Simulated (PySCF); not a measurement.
```xyz
3
charge 0 multiplicity 1, angstrom
C     0.0000    0.0000    0.0000
S     0.0000    0.0000    1.5532
S     0.0000    0.0000   -1.5532
```

These are results of B3LYP in PySCF with C def2-TZVP, S def2-TZVP; no relativity; density-fitted integrals, not measurements.

This geometry of CS₂ is a stationary point at this level.

Problem. What is the point group?

Solution. D∞h.

Problem. Is it a minimum?

Solution. Yes: all harmonic wavenumbers are real.

Problem. List the harmonic modes with their infrared intensities.

Solution. 
```json
{"symmetry": "πu", "ω (cm⁻¹)": "408", "IR (km/mol, summed over degenerate members)": "5.8"}
{"symmetry": "σg+", "ω (cm⁻¹)": "678", "IR (km/mol, summed over degenerate members)": "0.0"}
{"symmetry": "σu+", "ω (cm⁻¹)": "1561", "IR (km/mol, summed over degenerate members)": "655"}
```

Problem. What is the atomisation energy, with and without zero-point energy?

Solution. 1160 kJ/mol without, 1142 kJ/mol with.

In D∞h the vibrations span πu + σg+ + σu+. The σg+ mode carries no infrared intensity, as symmetry demands. With a centre of inversion only u modes can be infrared active and only g modes Raman active.
